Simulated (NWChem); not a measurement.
# One shape, several levels: OCS (carbonyl sulfide)

We compute a comparison of 6 runs (HF/3-21G, HF/def2-SVP, PBE0/def2-SVP, B3LYP/6-31G*, M06-2X/def2-TZVP, CCSD(T)/def2-TZVP) of OCS (carbonyl sulfide). 

The results are computed with NWChem 7.3.0.

3 further runs of the same task are left out: 3 set aside as unsound or not needed.

### Step 1. The system as given

OCS: 3 atoms, total charge 0, spin state singlet. As SMILES, `O=C=S`. Geometry: relaxed at PBE0-D4/def2-TZVP.

Bond lengths: O1–C2 1.152 Å, C2–S3 1.558 Å. Angles: O1–C2–S3 180.0°.

### Step 2. Energy and gradient at HF/3-21G (run 1)

The input, run.nw:

```
start run
title "COS"
memory stack 880 mb heap 220 mb global 1100 mb
charge 0

geometry units angstrom noautosym nocenter noautoz
   O     0.921990    0.684410    0.582150
   C     0.096740    0.071800    0.061080
   S    -1.018720   -0.756210   -0.643230
end

basis spherical bse
   * library 3-21G
end

scf
   singlet
   rhf
   thresh 1e-08
   maxiter 80
   print low
end

task scf gradient
```

Command:

```
$ nwchem run.nw > run.out
```

What it wrote:

```text
[...]
  functions       =    31
[...]
  wavefunction    = RHF
[...]
         Total SCF energy =   -507.663655815445
      One-electron energy =   -857.767875458399
      Two-electron energy =    270.449217979519
 Nuclear repulsion energy =     79.655001663435
        Time for solution =      0.4s
[...]
                         RHF ENERGY GRADIENTS
    atom               coordinates                        gradient
                 x          y          z           x          y          z
   1 O       1.742308   1.293347   1.100104    0.013049   0.009689   0.008239
   2 C       0.182812   0.135682   0.115424   -0.052110  -0.038685  -0.032903
   3 S      -1.925102  -1.429030  -1.215528    0.039061   0.028997   0.024664
 Task  times  cpu:        0.7s     wall:        0.7s
 Total times  cpu:        0.7s     wall:        0.7s
```

Wall time 1.3 s (1 thread of AMD EPYC 7R43 (Zen 3), shared host); peak memory 0.092 GiB.

### Step 3. Energy and gradient at HF/def2-SVP (run 2)

The input, run.py:

```python
from ase import Atoms
from ase.calculators.nwchem import NWChem

atoms = Atoms(['O', 'C', 'S'], positions=[
    [0.921990, 0.684410, 0.582150],
    [0.096740, 0.071800, 0.061080],
    [-1.018720, -0.756210, -0.643230],
])

calc = NWChem(
    label='run',
    theory='scf',
    memory='2200 mb',
    basis='def2-SVP',
    basispar='spherical bse',
    scf={'nopen': '0', 'rhf': None, 'thresh': '1e-08', 'maxiter': '80'},
)
atoms.calc = calc

forces = atoms.get_forces()
print("Total energy (eV):", round(atoms.get_potential_energy(), 6))
print("forces (eV/A):")
for s, f in zip(atoms.symbols, forces):
    print(f"{s:2s} {f[0]:10.5f} {f[1]:10.5f} {f[2]:10.5f}")
print("dipole (e A):", atoms.get_dipole_moment().round(4))
```

Command:

```
$ export ASE_NWCHEM_COMMAND="nwchem PREFIX.nwi > PREFIX.nwo"
$ python run.py
```

What it wrote:

```text
Total energy (eV): -13879.499997
forces (eV/A):
O    -2.11669   -1.57136   -1.33651
C     2.24699    1.66813    1.41879
S    -0.13030   -0.09678   -0.08228
dipole (e A): [-0.0918 -0.0681 -0.0579]
```

The calculator wrote run.nwi:

```
title "run"

permanent_dir run

scratch_dir run

start run

geometry units angstrom nocenter noautosym noautoz
  O  9.2198999999999998e-01 6.8440999999999996e-01 5.8214999999999995e-01
  C  9.6740000000000007e-02 7.1800000000000003e-02 6.1080000000000002e-02
  S  -1.0187200000000001e+00 -7.5621000000000005e-01 -6.4322999999999997e-01
end

memory 2200 mb

basis spherical bse noprint
   * library def2-SVP
end

scf
  nopen 0
  rhf
  thresh 1e-08
  maxiter 80
end

task scf gradient
```

run.nwo:

```text
Northwest Computational Chemistry Package (NWChem) 7.3.0
             --------------------------------------------------------

           Job information
           ---------------

    nwchem branch   = 7.3.0
    use scalapack   = T
    input           = run.nwi
    prefix          = run.
    data base       = run/run.db
    status          = startup
    nproc           =        1

           Memory information
           ------------------

[... 5 lines left out ...]
    hardfail = no
[... 115 lines left out ...]
         Quadratically convergent ROHF
[... 15 lines left out ...]
       Final RHF  results
[... 4 lines left out ...]
      Two-electron energy =    271.251398407424
[... 34 lines left out ...]
                       ROHF Final Molecular Orbital Analysis
[... 204 lines left out ...]
                 ----------------------------------------
                 |  Time  |  1-e(secs)   |  2-e(secs)   |
                 ----------------------------------------
                 |  CPU   |       0.00   |       0.79   |
                 ----------------------------------------
                 |  WALL  |       0.00   |       0.79   |
                 ----------------------------------------

 Task  times  cpu:        2.7s     wall:        2.7s
 Total times  cpu:        2.7s     wall:        2.7s
```

It took 4.2 s on 1 thread of AMD EPYC 7R43 (Zen 3), shared host; peak memory 0.094 GiB.

Runs 3 to 5 aren't shown in full; the table further down has their settings and results.

### Step 4. A single-point energy at CCSD(T)/def2-TZVP (run 6)

The input, cos.nw:

```
start cos
title "COS energy"
memory total 2200 mb

geometry units angstrom noautosym nocenter noautoz
  O      0.921990     0.684410     0.582150
  C      0.096740     0.071800     0.061080
  S     -1.018720    -0.756210    -0.643230
end

basis spherical bse
  * library def2-TZVP
end

scf
  nopen 0
  rhf
  thresh 1e-08
  maxiter 80
end

ccsd
  freeze core 7
  maxiter 60
end

task ccsd(t)
```

Command:

```
$ nwchem cos.nw > cos.out
```

What it wrote:

```text
[...]
  functions       =    99
[...]
  wavefunction    = RHF
[...]
         Total SCF energy =   -510.340220282522
      One-electron energy =   -861.453577769104
      Two-electron energy =    271.458355823147
 Nuclear repulsion energy =     79.655001663435
        Time for solution =     18.4s
[...]
 Total MP2 energy:           -510.880965735387122
[...]
             energy      energy      error      ampl     ampl      Block
                                                time     time      time
[...]
 Total CCSD energy:           -510.885080619394614
[...]
 Total CCSD+T(CCSD) energy:           -510.918002092555867
[...]
 Total CCSD(T) energy:                -510.915918744088572
[...]
```

It took 2.5 min on 1 thread of AMD EPYC 7R43 (Zen 3), shared host; peak memory 0.24 GiB.

### Step 5. All runs side by side

```csv
run,level,iteration cap,module,energy (Eh),largest force (eV/Å),wall time
1,HF/3-21G,80,scf,-507.663656,3.742,1.3 s
2,HF/def2-SVP,80,scf,-510.062221,3.138,4.2 s
3,PBE0/def2-SVP,100,dft,-511.066337,0.498,5.4 s
4,B3LYP/6-31G* (Cartesian functions),100,dft,-511.534924,1.492,8.7 s
5,M06-2X/def2-TZVP,100,dft,-511.539427,0.566,26 s
6,CCSD(T)/def2-TZVP,80,ccsd(t),-510.915919,–,2.5 min
```

### Step 6. Results

| quantity | value |
| --- | --- |
| run 6: total energy | -510.91592 Eh |
| run 6: HOMO energy (Hartree–Fock orbitals) | -11.43 eV |
| run 6: LUMO energy (Hartree–Fock orbitals) | 3.11 eV |
| run 6: HOMO–LUMO gap (Hartree–Fock orbitals) | 14.54 eV |
| run 6: correlation energy (7 core orbitals frozen) | -575.7 mEh |
| run 6: (T) correction | -30.84 mEh |

**Reading.** Over runs 2, 4, 5 the dipole moment (its size) runs from 0.41 D (B3LYP/6-31G*) to 0.74 D (M06-2X/def2-TZVP). The two ends differ in method and basis. Over runs 2, 4, 5 the HOMO–LUMO gap runs from 7.52 eV (B3LYP/6-31G*) to 14.84 eV (HF/def2-SVP). Totals of different functionals can't be ranked against each other. All runs together took 3.3 min, the longest 2.5 min.
